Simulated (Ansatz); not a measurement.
BClH2 (`BCl`), relaxed with RKS PBE0-D4/def2-TZVP in Ansatz from a PBE-D4/def2-SVP geometry. The force threshold is 0.005 eV/Å; the program also tests the step.

Charge 0, multiplicity 1.

Start:

```xyz
4

B     0.150   -0.009    0.016
Cl   -1.584    0.097   -0.165
H     0.839    0.747   -0.633
H     0.595   -0.835    0.782
```

```tsv
step	energy (eV)	largest force (eV/Å)	largest move (Å)
1	-13227.3371	0.421	0.000
2	-13227.3488	0.138	0.015
3	-13227.3500	0.037	0.006
4	-13227.3500	0.023	0.001
5	-13227.3500	0.001	0.002
```

End:

```xyz
4

B     0.152   -0.009    0.016
Cl   -1.569    0.096   -0.163
H     0.829    0.733   -0.622
H     0.588   -0.821    0.769
```

Run time 3.1 s (2 threads of a server CPU on a shared host); peak host memory 0.14 GiB.
